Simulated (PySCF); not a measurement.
**MgAl−: bond curves at several levels of theory**

Aim: find the lowest electronic state of MgAl−, scan its bond at several levels of theory, and get bond length, wavenumber and dissociation energy from each curve.

The runs use PySCF 2.14.0; Mg aug-cc-pVDZ-DK, Al aug-cc-pVDZ-DK, spin-free X2C with a Gaussian nucleus.

3 further runs of the same task are left out: 3 set aside as unsound or not needed.

### 1 The job

The job is set up so:

| Quantity | Value |
| --- | --- |
| atoms | Mg, Al |
| charge | -1 |
| basis | Mg aug-cc-pVDZ-DK, Al aug-cc-pVDZ-DK |
| Hamiltonian | spin-free X2C with a Gaussian nucleus |
| basis functions | 54 |
| electrons treated | 26 |
| masses in u | 23.9850, 26.9815 |
| levels | PBE0, PBE, r²SCAN, M06-2X, revPBE, BP86, CAM-B3LYP, HF, MP2, SCS-MP2, CCSD, CCSD(T) |
| grid | 80 radial by 434 angular points |
| occupations | held fixed by the projection of orbital angular momentum |
| dissociation limit | Mg + Al−, each in its ground configuration |
| starting distance in angstrom | 2.650 |
| values of 2S to try | 0, 2 |

Run with:

```sh
$ OMP_NUM_THREADS=1 python dia.py task.json out
```

Further steps of the session: The PBE0 curve of the state that the search chose; PBE (GGA); r²SCAN (meta-GGA); M06-2X (hybrid meta-GGA); revPBE; BP86; CAM-B3LYP (range-separated hybrid); ROHF (mean field); Correlated methods on the Hartree–Fock reference.

Before running it: what results should come out? Wanted: for each run, Re; ωe; De; μ.

As calculated:

Lowest PBE0 solution found, without spin–orbit coupling: ³Σ⁻ (triplet), unpaired electrons π ↑↑.

| level | Re (Å) | ωe (cm⁻¹) | De (eV) | μ (D) |
| --- | --- | --- | --- | --- |
| ROHF | 3.057 | 131.8 | 0.291 | -2.14 |
| ROHF-MP2 | 2.762 | 239.6 | 0.79 | n/a |
| ROHF-SCS-MP2 | 2.790 | 222.9 | 0.67 | n/a |
| ROHF-CCSD | 2.823 | 214.4 | 0.67 | n/a |
| ROHF-CCSD(T) | 2.789 | 233.6 | 0.81 | n/a |
| PBE | 2.753 | 242.9 | 1.03 | -0.99 |
| revPBE | 2.772 | 238.6 | 0.95 | -0.92 |
| BP86 | 2.765 | 235.7 | 0.94 | -1.08 |
| r²SCAN | 2.730 | 253.6 | 1.08 | -1.03 |
| PBE0 | 2.753 | 241.0 | 0.95 | -1.19 |
| M06-2X | 2.795 | 222.9 | 0.90 | -1.27 |
| CAM-B3LYP | 2.805 | 204.2 | 0.61 | -1.53 |

De is counted to Mg + Al− in their ground configurations. A positive dipole points from Mg to Al; in an ion it is taken about the centre of mass and does not tell which atom is negative.

What this shows: The methods spread over 0.328 Å in bond length, from r²SCAN to ROHF. CCSD(T) can't serve as the judge here: for a weak bond in this basis it is far from its limit. Of the levels with a De here, ROHF gives the least (0.291 eV) and r²SCAN the most (1.08 eV).

Correlated steps freeze 6 core orbitals. With some functionals the highest level of the anion is positive, from self-interaction error or because the anion is truly unbound there; the finite basis then holds the extra electron, and no neutral molecule was run to test the binding.
